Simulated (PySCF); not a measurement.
Gas-phase reaction: 6 PH2 = 4 PH3 + P2

Energies from PySCF, thermal terms from the rigid-rotor harmonic-oscillator model, ideal gas at 1 bar. † marks an energy on the PBE0/def2-TZVP geometry and frequencies; other levels use their own. MP2 and CCSD(T) freeze the core. 6-31G* has spherical d functions here. Open shells (unrestricted): PH2 (multiplicity 2); the rest are closed-shell singlets. B3LYP is the form with VWN-RPA correlation. PH2: computed as isolated molecules; such fragments, hydroxides, amides, oligomers or adducts are transient or little studied in the gas. MP2 isn't extrapolated to the basis-set limit; its ΔH°(298 K) is -593.0 kJ in def2-SVP and -638.2 kJ in def2-TZVPP. CCSD(T) isn't extrapolated to the basis-set limit; its ΔH°(298 K) is -565.7 kJ in def2-SVP and -596.3 kJ in def2-TZVPP. The harmonic model lacks anharmonicity and excited electronic states, which grow with temperature; levels with a mode under 35 cm⁻¹ are left out.

| level | ΔE electronic, kJ | ΔH°(298 K), kJ | ΔS°(298 K), J/K | ΔG°(2500 K), kJ |
|---|---|---|---|---|
| B3LYP/6-31G* | -591 | -554 | -218 | -1 |
| BLYP/def2-TZVP† | -614 | -580 | -217 | -31 |
| CCSD(T)/def2-SVP† | -600 | -566 | -217 | -17 |
| CCSD(T)/def2-TZVPP† | -631 | -596 | -217 | -47 |
| HF/def2-TZVP† | -318 | -284 | -217 | 265 |
| MP2/def2-SVP† | -627 | -593 | -217 | -44 |
| PBE/def2-TZVP† | -635 | -601 | -217 | -52 |
| PBE0/def2-QZVP† | -598 | -563 | -217 | -15 |
| ωB97M-V/def2-TZVP† | -660 | -626 | -217 | -77 |
| ωB97X-V/def2-TZVP† | -630 | -595 | -217 | -47 |
ΔH° is lowest at ωB97M-V/def2-TZVP† and highest at HF/def2-TZVP†. No reference value is set beside these.
